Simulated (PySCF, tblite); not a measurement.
# 1-fluorobutane: a rotation path, then NMR shifts and spin-spin couplings on frames

Aim: move 1-fluorobutane (`CCCCF`) away from its starting geometry and see how NMR shifts and spin-spin couplings follow the geometry.

The runs use tblite 0.8.0 and PySCF 2.14.0, with density-fitted response routines of our own; the level of theory stands in each step. All values are computed, except where a source is named. Atoms are numbered from 0 throughout.

## (1) Starting geometry

14 atoms, charge 0, multiplicity 1; geometry from: GFN2-xTB.

Bonds of the start (Å): C0–C1 1.52, C1–C2 1.53, C2–C3 1.52, C3–F4 1.38, C0–H5 1.09, C0–H6 1.09, C0–H7 1.09, C1–H8 1.09, C1–H9 1.09, C2–H10 1.09, C2–H11 1.09, C3–H12 1.10, C3–H13 1.10.

## (2) A band between two rotamers with GFN2-xTB

Job settings and geometry (Å):

```
{"job": {"kind": "neb", "xc": "GFN2-xTB", "basis": "xTB", "atoms": [1, 2, 3, 4], "turn": 120}, "charge": 0, "multiplicity": 1}
C     -1.947302    -0.041880    -0.092059
C     -0.548352    -0.218766     0.484413
C      0.530816     0.181362    -0.520670
C      1.931852     0.013692     0.047748
F      2.138386     0.886492     1.090716
H     -2.078601    -0.664706    -0.974716
H     -2.116409     0.994473    -0.376252
H     -2.699373    -0.322612     0.641241
H     -0.441324     0.394593     1.381148
H     -0.402347    -1.262444     0.773603
H      0.453853    -0.432588    -1.420092
H      0.392399     1.225789    -0.807106
H      2.699255     0.239171    -0.700241
H      2.086469    -0.993048     0.450101
```

Level: GFN2-xTB climbing-image nudged elastic band, gas phase.

The run is started by

```
OMP_NUM_THREADS=1 python probes_run.py task.json out
```

One launch serves the whole session: the jobs run in the order shown.

Log:

```text
image   E - E0 / eV
  0       0.0000
  1       0.0239
  2       0.0787
  3       0.1332
  4       0.1557
  5       0.1329
  6       0.0783
  7       0.0236
  8       0.0000
```

Wall time 1.4 s (1 thread of INTEL XEON PLATINUM 8581C at 2.10GHz, shared host); peak memory 0.18 GiB.

The final band, with the dihedral C1–C2–C3–F4:

| image | dihedral (°) | energy (eV) | energy (kcal/mol) |
| --- | --- | --- | --- |
| 0 | -66 | 0.000 | 0.0 |
| 1 | -49 | 0.024 | 0.6 |
| 2 | -33 | 0.079 | 1.8 |
| 3 | -17 | 0.133 | 3.1 |
| 4 | 0 | 0.156 | 3.6 |
| 5 | 17 | 0.133 | 3.1 |
| 6 | 33 | 0.078 | 1.8 |
| 7 | 49 | 0.024 | 0.5 |
| 8 | 66 | 0.000 | 0.0 |

## (3) NMR shieldings: image 0, PBE0/pcSseg-1

Job settings and geometry (Å):

```
{"job": {"kind": "nmr", "xc": "PBE0", "basis": "pcSseg-1", "pop": false}, "charge": 0, "multiplicity": 1}
C     -1.947300    -0.041900    -0.092100
C     -0.548400    -0.218800     0.484400
C      0.530800     0.181400    -0.520700
C      1.931900     0.013700     0.047700
F      2.138400     0.886500     1.090700
H     -2.078600    -0.664700    -0.974700
H     -2.116400     0.994500    -0.376300
H     -2.699400    -0.322600     0.641200
H     -0.441300     0.394600     1.381100
H     -0.402300    -1.262400     0.773600
H      0.453900    -0.432600    -1.420100
H      0.392400     1.225800    -0.807100
H      2.699300     0.239200    -0.700200
H      2.086500    -0.993000     0.450100
```

Method: GIAO PBE0/pcSseg-1 NMR shielding, non-relativistic, gas phase.

Log:

```text
coarse grid: 11016 points
cycle   1  E = -257.2757517198  dE =  3.015e-01  |g| = 5.159e-01  |ddm| = 2.993e+00
cycle   2  E = -257.2501856191  dE =  2.557e-02  |g| = 6.732e-01  |ddm| = 8.251e-01
cycle   3  E = -257.3284614327  dE = -7.828e-02  |g| = 5.350e-02  |ddm| = 4.606e-01
cycle   4  E = -257.3288818794  dE = -4.204e-04  |g| = 2.593e-02  |ddm| = 4.753e-02
cycle   5  E = -257.3290244639  dE = -1.426e-04  |g| = 3.825e-03  |ddm| = 2.115e-02
cycle   6  E = -257.3290273018  dE = -2.838e-06  |g| = 1.273e-03  |ddm| = 3.653e-03
final grid: 104784 points
cycle   7  E = -257.3656277360  dE = -3.453e-05  |g| = 8.511e-03  |ddm| = 2.178e-02
cycle   8  E = -257.3656200154  dE =  7.721e-06  |g| = 1.055e-02  |ddm| = 1.408e-02
cycle   9  E = -257.3656453183  dE = -2.530e-05  |g| = 8.786e-04  |ddm| = 7.697e-03
cycle  10  E = -257.3656454334  dE = -1.151e-07  |g| = 1.915e-04  |ddm| = 6.926e-04
cycle  11  E = -257.3656454388  dE = -5.357e-09  |g| = 4.616e-05  |ddm| = 1.314e-04
cycle  12  E = -257.3656454392  dE = -4.553e-10  |g| = 1.448e-05  |ddm| = 4.337e-05
converged SCF energy = -257.3656454392

GIAO shielding tensors (ppm)
atom      isotropic    diamagn.    paramagn.     s11        s22        s33       span
  0 C      169.944     246.171     -76.227    159.338    163.312    187.181     27.844
  1 C      162.310     248.095     -85.785    146.327    169.840    170.762     24.435
  2 C      148.503     249.430    -100.927    134.967    145.504    165.038     30.071
  3 C       99.569     240.244    -140.675     63.942     85.357    149.409     85.467
  4 F      421.529     473.500     -51.971    374.129    431.473    458.984     84.855
  5 H       30.791      29.736       1.054     26.841     28.820     36.712      9.871
  6 H       30.764      29.719       1.045     26.628     28.926     36.737     10.108
  7 H       30.361      28.528       1.833     25.749     27.712     37.624     11.875
  8 H       29.780      31.535      -1.755     24.595     30.260     34.484      9.889
  9 H       30.544      31.867      -1.323     25.794     29.802     36.036     10.242
 10 H       30.576      31.925      -1.349     26.565     29.733     35.432      8.867
 11 H       29.945      31.575      -1.630     26.220     29.320     34.295      8.075
 12 H       26.755      27.684      -0.929     22.091     27.150     31.023      8.932
 13 H       27.135      28.779      -1.644     22.882     27.429     31.093      8.210
```

Wall time 9.1 s (1 thread of INTEL XEON PLATINUM 8581C at 2.10GHz, shared host); peak memory 0.63 GiB.

The references, computed at this level on geometries of the same kind, shield at (ppm): ¹H TMS 31.72, ¹³C TMS 186.9, ¹⁹F CFCl3 170.9. Their shielding less the atom's gives the shift. The references are single molecules in the gas phase, so shifts against H2O, NH3, PH3, H3PO4 or CFCl3 are not on the usual liquid scales and can be off by tens of ppm. Each atom is listed at this fixed geometry, with no averaging over motion; a spectrum would average atoms that exchange fast.

| atoms | environment | σ (ppm) | δ (ppm) |
| --- | --- | --- | --- |
| C3 | sp3 CH2 bonded to F | 99.6 | 87.4 |
| C2 | sp3 CH2 | 148.5 | 38.4 |
| C1 | sp3 CH2 | 162.3 | 24.6 |
| C0 | methyl carbon | 169.9 | 17.0 |
| H12 | hydrogen on an sp3 CH2 bonded to F | 26.75 | 4.96 |
| H13 | hydrogen on an sp3 CH2 bonded to F | 27.13 | 4.58 |
| H8 | hydrogen on an sp3 CH2 | 29.78 | 1.94 |
| H11 | hydrogen on an sp3 CH2 | 29.94 | 1.77 |
| H7 | hydrogen on a methyl carbon | 30.36 | 1.36 |
| H9 | hydrogen on an sp3 CH2 | 30.54 | 1.17 |
| H10 | hydrogen on an sp3 CH2 | 30.58 | 1.14 |
| H6 | hydrogen on a methyl carbon | 30.76 | 0.95 |
| H5 | hydrogen on a methyl carbon | 30.79 | 0.93 |
| F4 | fluorine on an sp3 carbon | 421.5 | -250.6 |

## (4) Spin-spin couplings: image 0, B3LYP/pcJ-1

Same as in step 3 but for these lines:

```diff
@@ -1,2 +1,2 @@
-{"job": {"kind": "nmr", "xc": "PBE0", "basis": "pcSseg-1", "pop": false}, "charge": 0, "multiplicity": 1}
+{"job": {"kind": "j", "xc": "B3LYP", "basis": "pcJ-1"}, "charge": 0, "multiplicity": 1}
 C     -1.947300    -0.041900    -0.092100
```

Method: B3LYP/pcJ-1 indirect spin-spin coupling, non-relativistic, gas phase.

Log:

```text
coarse grid: 11016 points
cycle   1  E = -257.5951858486  dE =  2.405e-01  |g| = 5.804e-01  |ddm| = 2.662e+00
cycle   2  E = -257.5479126513  dE =  4.727e-02  |g| = 8.049e-01  |ddm| = 9.958e-01
cycle   3  E = -257.6609129597  dE = -1.130e-01  |g| = 6.839e-02  |ddm| = 5.782e-01
cycle   4  E = -257.6614589245  dE = -5.460e-04  |g| = 3.976e-02  |ddm| = 6.219e-02
cycle   5  E = -257.6617775592  dE = -3.186e-04  |g| = 5.454e-03  |ddm| = 2.982e-02
cycle   6  E = -257.6617829846  dE = -5.425e-06  |g| = 1.790e-03  |ddm| = 4.993e-03
final grid: 104784 points
cycle   7  E = -257.7050805149  dE = -1.177e-04  |g| = 7.899e-03  |ddm| = 2.053e-02
cycle   8  E = -257.7050698442  dE =  1.067e-05  |g| = 1.078e-02  |ddm| = 1.256e-02
cycle   9  E = -257.7050938215  dE = -2.398e-05  |g| = 7.981e-04  |ddm| = 7.452e-03
cycle  10  E = -257.7050938677  dE = -4.622e-08  |g| = 5.548e-04  |ddm| = 8.777e-04
cycle  11  E = -257.7050939197  dE = -5.200e-08  |g| = 4.148e-05  |ddm| = 3.529e-04
cycle  12  E = -257.7050939201  dE = -3.346e-10  |g| = 1.634e-05  |ddm| = 4.173e-05
converged SCF energy = -257.7050939201

Indirect spin-spin couplings (Hz)
  i      j    bonds     total        FC       PSO       DSO        SD
  0 C    1 C    1     34.169    34.206    -0.209     0.172         -
  0 C    2 C    2     -0.175     0.049    -0.234     0.010         -
  0 C    3 C    3      6.056     6.076     0.036    -0.056         -
  0 C    5 H    1    131.100   129.244     1.245     0.611         -
  0 C    6 H    1    131.857   130.025     1.221     0.611         -
  0 C    7 H    1    131.288   129.457     1.252     0.579         -
  0 C    8 H    2     -3.504    -3.499     0.196    -0.201         -
  0 C    9 H    2     -3.347    -3.340     0.203    -0.211         -
  0 C   10 H    3      2.897     2.906    -0.010     0.000         -
  0 C   11 H    3      2.501     2.507    -0.027     0.021         -
  0 C   12 H    4      0.772     0.774     0.290    -0.292         -
  0 C   13 H    4     -0.285    -0.280     0.215    -0.220         -
  1 C    2 C    1     34.325    34.626    -0.518     0.217         -
  1 C    3 C    2     -1.398    -1.265    -0.164     0.030         -
  1 C    4 F    3      1.553     2.375    -0.771     0.016    -0.066
  1 C    5 H    2     -4.080    -4.114     0.222    -0.188         -
  1 C    6 H    2     -4.004    -4.060     0.241    -0.185         -
  1 C    7 H    2     -2.966    -2.982     0.216    -0.200         -
  1 C    8 H    1    135.556   133.860     0.806     0.890         -
  1 C    9 H    1    131.673   129.857     0.940     0.876         -
  1 C   10 H    2     -3.928    -3.920     0.117    -0.124         -
  1 C   11 H    2     -2.507    -2.538     0.125    -0.095         -
  1 C   12 H    3      8.514     8.554     0.389    -0.429         -
  1 C   13 H    3      4.560     4.504    -0.033     0.090         -
  2 C    3 C    1     37.734    38.519    -1.024     0.239         -
  2 C    4 F    2     19.280    18.124    -0.343    -0.056     1.556
  2 C    5 H    3      2.680     2.686    -0.048     0.042         -
  2 C    6 H    3      3.057     3.065    -0.057     0.050         -
  2 C    7 H    3     12.102    12.138     0.376    -0.412         -
  2 C    8 H    2     -3.878    -3.876     0.066    -0.068         -
  2 C    9 H    2     -3.008    -2.992     0.076    -0.092         -
  2 C   10 H    1    130.258   128.398     0.957     0.903         -
  2 C   11 H    1    135.021   133.285     0.799     0.938         -
  2 C   12 H    2     -0.104     0.048    -0.008    -0.145         -
  2 C   13 H    2     -0.537    -0.432     0.024    -0.130         -
  3 C    4 F    1   -223.360  -274.330    28.058     0.671    22.241
  3 C    5 H    4     -0.217    -0.193     0.155    -0.179         -
  3 C    6 H    4     -0.271    -0.268     0.196    -0.199         -
  3 C    7 H    4      1.226     1.240     0.253    -0.267         -
  3 C    8 H    3      2.119     2.172    -0.094     0.040         -
  3 C    9 H    3      2.845     2.913    -0.171     0.103         -
  3 C   10 H    2      2.442     2.461    -0.005    -0.013         -
  3 C   11 H    2     -6.645    -6.517    -0.080    -0.048         -
  3 C   12 H    1    151.681   151.009    -0.310     0.983         -
  3 C   13 H    1    152.617   151.971    -0.368     1.015         -
  4 F    5 H    5      1.393     1.369     1.031    -0.953    -0.054
  4 F    8 H    4      0.567     0.788    -1.024     1.015    -0.211
  4 F   10 H    3     42.471    43.988     0.739    -2.059    -0.197
  4 F   11 H    3     13.333    11.921     1.894    -0.092    -0.390
  4 F   12 H    2     53.324    47.791    10.300    -1.277    -3.490
  4 F   13 H    2     54.010    48.104    10.530    -1.212    -3.411
  5 H    6 H    2    -12.829   -12.928     2.787    -2.688         -
  5 H    7 H    2    -13.366   -13.453     2.869    -2.781         -
  5 H    8 H    3     15.573    15.672     2.754    -2.854         -
  5 H    9 H    3      4.324     4.433     0.405    -0.513         -
  5 H   10 H    4     -0.235    -0.265    -1.232     1.262         -
  5 H   11 H    4     -0.307    -0.212     0.416    -0.511         -
  6 H    7 H    2    -13.649   -13.735     2.857    -2.771         -
  6 H    8 H    3      4.090     4.188     0.386    -0.484         -
  6 H    9 H    3     15.244    15.350     2.775    -2.881         -
  6 H   10 H    4     -0.327    -0.228     0.440    -0.538         -
  6 H   11 H    4     -0.213    -0.256    -1.339     1.382         -
  7 H    8 H    3      3.880     3.988     0.346    -0.455         -
  7 H    9 H    3      3.526     3.646     0.391    -0.510         -
  7 H   10 H    4     -0.287    -0.204     1.453    -1.536         -
  7 H   11 H    4     -0.298    -0.218     1.414    -1.494         -
  7 H   12 H    5      0.348     0.402     1.216    -1.271         -
  7 H   13 H    5     -0.164    -0.125     0.790    -0.829         -
  8 H    9 H    2    -12.816   -12.987     2.226    -2.055         -
  8 H   10 H    3     14.317    14.413     2.688    -2.784         -
  8 H   11 H    3      4.160     4.225     0.169    -0.233         -
  8 H   12 H    4     -0.707    -0.574     1.651    -1.784         -
  8 H   13 H    4     -0.366    -0.265     0.202    -0.303         -
  9 H   10 H    3      3.866     3.940     0.286    -0.359         -
  9 H   11 H    3     12.960    13.051     2.689    -2.780         -
  9 H   12 H    4     -0.283    -0.179     1.380    -1.484         -
  9 H   13 H    4     -0.240    -0.320    -1.513     1.593         -
 10 H   11 H    2    -14.039   -14.224     2.274    -2.090         -
 10 H   12 H    3      2.564     2.621     0.107    -0.165         -
 10 H   13 H    3      1.004     1.059     0.487    -0.542         -
 11 H   12 H    3      3.408     3.494     0.328    -0.414         -
 11 H   13 H    3     12.867    13.012     2.704    -2.850         -
 12 H   13 H    2     -8.910    -8.919     2.300    -2.292         -
```

It took 26 s on 1 thread of INTEL XEON PLATINUM 8581C at 2.10GHz, shared host; peak memory 0.89 GiB.

A choice of the couplings up to four bonds, sorted by the number of bonds; isotopes 13C, 19F, 1H:

| pair | bonds | J (Hz) | Fermi contact (Hz) | dihedral (°) |
| --- | --- | --- | --- | --- |
| C3–F4 | 1 | -223.4 | -274.3 | – |
| C3–H13 | 1 | 152.6 | 152.0 | – |
| C3–H12 | 1 | 151.7 | 151.0 | – |
| C1–H8 | 1 | 135.6 | 133.9 | – |
| C2–H11 | 1 | 135.0 | 133.3 | – |
| C0–H6 | 1 | 131.9 | 130.0 | – |
| C1–H9 | 1 | 131.7 | 129.9 | – |
| C0–H7 | 1 | 131.3 | 129.5 | – |
| C0–H5 | 1 | 131.1 | 129.2 | – |
| F4–H13 | 2 | 54.0 | 48.1 | – |
| F4–H12 | 2 | 53.3 | 47.8 | – |
| C2–F4 | 2 | 19.3 | 18.1 | – |
| H10–H11 | 2 | -14.0 | -14.2 | – |
| H6–H7 | 2 | -13.6 | -13.7 | – |
| H5–H7 | 2 | -13.4 | -13.5 | – |
| H5–H6 | 2 | -12.8 | -12.9 | – |
| H8–H9 | 2 | -12.8 | -13.0 | – |
| H12–H13 | 2 | -8.9 | -8.9 | – |
| F4–H10 | 3 | 42.5 | 44.0 | 173 |
| H5–H8 | 3 | 15.6 | 15.7 | -179 |
| H6–H9 | 3 | 15.2 | 15.3 | 179 |
| H8–H10 | 3 | 14.3 | 14.4 | 179 |
| F4–H11 | 3 | 13.3 | 11.9 | 56 |
| H9–H11 | 3 | 13.0 | 13.1 | -180 |
| H11–H13 | 3 | 12.9 | 13.0 | 174 |
| C2–H7 | 3 | 12.1 | 12.1 | -179 |
| C1–H12 | 3 | 8.5 | 8.6 | 176 |
| C3–H7 | 4 | 1.2 | 1.2 | – |

The spin-dipole term was solved for some atoms only; pairs without it lack that part.

## (5) Nuclear shieldings: image 2, PBE0/pcSseg-1

Job settings and geometry (Å):

```
{"job": {"kind": "nmr", "xc": "PBE0", "basis": "pcSseg-1", "pop": false}, "charge": 0, "multiplicity": 1}
C     -1.948600    -0.021700    -0.088300
C     -0.550400    -0.154200     0.501400
C      0.531800     0.117500    -0.544100
C      1.945700     0.018100     0.033700
F      1.991200     0.428500     1.345400
H     -2.105900    -0.755100    -0.876000
H     -2.097400     0.970700    -0.510100
H     -2.698200    -0.180500     0.682800
H     -0.436900     0.561700     1.316400
H     -0.416800    -1.154000     0.919800
H      0.446800    -0.600100    -1.363000
H      0.375600     1.115100    -0.958200
H      2.643800     0.663900    -0.509100
H      2.318700    -1.010500     0.027100
```

Level: GIAO PBE0/pcSseg-1 NMR shielding, non-relativistic, gas phase.

Log:

```text
coarse grid: 11016 points
cycle   1  E = -257.2730744322  dE =  2.961e-01  |g| = 5.122e-01  |ddm| = 2.997e+00
cycle   2  E = -257.2482379835  dE =  2.484e-02  |g| = 6.668e-01  |ddm| = 8.370e-01
cycle   3  E = -257.3249495894  dE = -7.671e-02  |g| = 5.364e-02  |ddm| = 4.699e-01
cycle   4  E = -257.3253714678  dE = -4.219e-04  |g| = 2.581e-02  |ddm| = 4.806e-02
cycle   5  E = -257.3255128278  dE = -1.414e-04  |g| = 3.853e-03  |ddm| = 2.145e-02
cycle   6  E = -257.3255157169  dE = -2.889e-06  |g| = 1.277e-03  |ddm| = 3.674e-03
final grid: 104784 points
cycle   7  E = -257.3624530232  dE = -3.542e-05  |g| = 8.400e-03  |ddm| = 2.308e-02
cycle   8  E = -257.3624456923  dE =  7.331e-06  |g| = 1.035e-02  |ddm| = 1.435e-02
cycle   9  E = -257.3624705156  dE = -2.482e-05  |g| = 8.808e-04  |ddm| = 7.718e-03
cycle  10  E = -257.3624706298  dE = -1.143e-07  |g| = 1.964e-04  |ddm| = 7.333e-04
cycle  11  E = -257.3624706353  dE = -5.418e-09  |g| = 4.876e-05  |ddm| = 1.333e-04
cycle  12  E = -257.3624706358  dE = -5.060e-10  |g| = 1.492e-05  |ddm| = 4.474e-05
converged SCF energy = -257.3624706358

GIAO shielding tensors (ppm)
atom      isotropic    diamagn.    paramagn.     s11        s22        s33       span
  0 C      170.153     246.259     -76.106    160.053    163.069    187.338     27.285
  1 C      166.092     247.335     -81.243    157.917    169.455    170.905     12.988
  2 C      150.767     250.113     -99.347    128.218    154.498    169.583     41.366
  3 C      102.851     238.532    -135.681     64.383     86.380    157.788     93.405
  4 F      431.111     474.374     -43.263    387.435    430.337    475.562     88.127
  5 H       30.811      29.722       1.090     26.768     28.746     36.921     10.154
  6 H       30.836      29.787       1.049     26.725     28.953     36.830     10.105
  7 H       30.337      28.574       1.763     25.720     27.731     37.560     11.840
  8 H       29.875      31.438      -1.563     24.097     30.552     34.976     10.879
  9 H       30.432      31.508      -1.076     25.481     29.765     36.050     10.569
 10 H       30.441      31.910      -1.469     26.907     29.324     35.093      8.186
 11 H       29.900      32.064      -2.164     25.480     29.590     34.629      9.149
 12 H       26.736      27.505      -0.769     22.266     26.881     31.061      8.794
 13 H       27.026      28.179      -1.153     21.978     27.413     31.689      9.711
```

Wall time 9 s (1 thread of INTEL XEON PLATINUM 8581C at 2.10GHz, shared host); peak memory 0.64 GiB.

In short: δ C3 84.1, C2 36.2, C1 20.8, C0 16.8, H12 4.98, H13 4.69 ppm.

[end of part 1 of 3]
